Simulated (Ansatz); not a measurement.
Ideal-gas functions of `C/N=C(/O)F` at 500 K and 1 bar, from an Ansatz frequency run at PBE0-D4/def2-TZVP.

Molar mass 77.06 g/mol, point group Cs (symmetry number 1), electronic degeneracy 1, moments of inertia 48.071, 120.197, 165.156 u Å². Harmonic wavenumbers (cm⁻¹, unscaled): 97, 246, 269, 520, 532, 639, 729, 893, 1082, 1136, 1160, 1272, 1404, 1446, 1489, 1499, 1857, 3039, 3110, 3113, 3830.

Use S(trans) = R[1.5 ln M + 2.5 ln T − 1.1517]; rotational temperatures θ = 24.2544 K / I; S(rot) = R[ln(√π/σ · √(T³/θAθBθC)) + 1.5]; for each mode x = 1.438777 ν̃/T, S = R[x/(eˣ − 1) − ln(1 − e⁻ˣ)] and H = RT x/(eˣ − 1); 1 cm⁻¹ = 0.0119627 kJ/mol; R = 8.31446 J/(mol·K).

Question: By hand: the entropy, in J/(mol·K).

Answer: Translation 173.8. Rotation: θ = 0.5046, 0.2018, 0.1469 K, giving 112.2. Vibration, mode by mode: 18.95, 11.36, 10.65, 5.70, 5.54, 4.33, 3.53, 2.43, 1.58, 1.40, 1.32, 1.02, 0.75, 0.68, 0.61, 0.60, 0.25, 0.01, 0.01, 0.01, 0.00, in all 70.7. Electronic 0.0. Sum 356.7 J/(mol·K).

Question: By hand: H − E and G − E in kJ/mol, counted from the electronic energy.

Answer: Zero-point energy ½ × 29362 × 0.0119627 = 175.6; thermal vibration 19.6; translation, rotation and pV give 4 RT = 16.6. H − E = 211.8 kJ/mol, and G − E = 211.8 − 500 × 356.7/1000 = 33.4 kJ/mol.

Vibration gives 20 % of the entropy, 19.0 J/(mol·K) of it from the mode under 150 cm⁻¹: soft modes count most, and the harmonic formula is weakest for them. The sum counts one conformer and one mirror image; others add a mixing term.
